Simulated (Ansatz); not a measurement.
# BH₄− (singlet): wave-function methods side by side at distance B1–H5 = 1.091 Å, aug-cc-pVTZ

An exercise on one series of results from a longer session: the logs are not shown, and one member is left open.

Program: Ansatz 0.2.0, Gaussian basis. Level of theory: aug-cc-pVTZ, core rule «outside noble gas», up to 1 orbitals frozen. These are calculated values, not measurements.

To be run: UHF; CCSD(T) on RHF; BCCD(T) on RHF; CCSDT(Q) on RHF.

3 further runs of the same task are left out: 2 for a known fault of the program, 1 set aside as unsound or not needed. Runs told in other sessions of the task aren't counted.

**What is computed**

The geometry derives from a PBE0/def2-TZVPD stationary point (not a proven minimum). One bond is set to the value named and the two fragments are kept rigid.

5 atoms, charge -1, spin multiplicity 1.

Atoms are counted from 1 here; the program's logs count them from 0.

Bond lengths: B1–H2 1.239 Å, B1–H3 1.239 Å, B1–H4 1.239 Å, B1–H5 1.091 Å. Angles: H2–B1–H3 109.5°, H2–B1–H4 109.5°, H2–B1–H5 109.5°, H3–B1–H4 109.5°, H3–B1–H5 109.5°, H4–B1–H5 109.5°.

The first run:

in.yaml reads:

```yaml
crystal:
  periodic: [false, false, false]
  atoms:
    - {symbol: B, position_ang: [0.005822, -0.005840, -0.005776]}
    - {symbol: H, position_ang: [0.720188, 0.710361, 0.710121]}
    - {symbol: H, position_ang: [-0.713461, -0.717940, 0.709290]}
    - {symbol: H, position_ang: [-0.705862, 0.708927, -0.725766]}
    - {symbol: H, position_ang: [0.636690, -0.638706, -0.631690]}
basis:
  gaussian: {orbitals: aug-cc-pVTZ}
total_charge: -1
magnetization: {spin_polarized: true, initial_magnetization: 0}
hamiltonian: {xc: hf}
output: {orbitals: {seedname: orbitals}}
```

The run is started by

```
$ ansatz run in.yaml --threads 1 --pin off --events-out ev --progress --plain --max-ram 2816MiB --backend cpu
```

Steps of the session up to this table: UHF; CCSD(T) on RHF; BCCD(T) on RHF; CCSDT(Q) on RHF.

One of the session's tables, all rows but one given; the rest of the session is left out.

| method | from RCCSDT(Q) (meV) |
| --- | --- |
| RHF | +5444.0 |
| RMP2 | +820.2 |
| RCCSD | +178.5 |
| RCCSD(T) | +20.6 |
| BCCD(T) | ? |
| RCCSDT | +4.1 |
| RCCSDT(Q) | 0 |

**Question.** Estimate the row for BCCD(T).

As computed: from RCCSDT(Q) (meV): +20.0. In the column «from RCCSDT(Q) (meV)» it lies between RCCSDT (+4.1) and RCCSD(T) (+20.6).
